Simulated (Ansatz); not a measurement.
Start from C in the diamond structure (space group Fd-3m, No. 227; a = 3.5603 Å).

Level of theory: r2SCAN in Ansatz (plane waves to 500 eV, PAW, without spin-orbit coupling).

```tsv
level	band gap	lattice parameter a
r2SCAN	4.36 eV	3.560 Å
```

### Question
What does experiment give, and how far off is each level?

### Answer
Measured: band gap 5.48 eV (0 K or low temperature; as listed in arXiv:1206.3780); lattice parameter a 3.553 Å (static lattice; corrected from measurement; as listed in Daniel Mejia-Rodriguez, S. B. Trickey, Phys. Rev. B (2018)). Computed minus measured — band gap: r2SCAN -1.12 eV; lattice parameter a: r2SCAN +0.2 %. Measured values not marked as corrected hold thermal and zero-point effects that the static-lattice runs lack. A measured gap can be an optical one, lowered by exciton binding.

Whether these cells are dynamically stable was not tested.

Ansatz is a first-principles code.
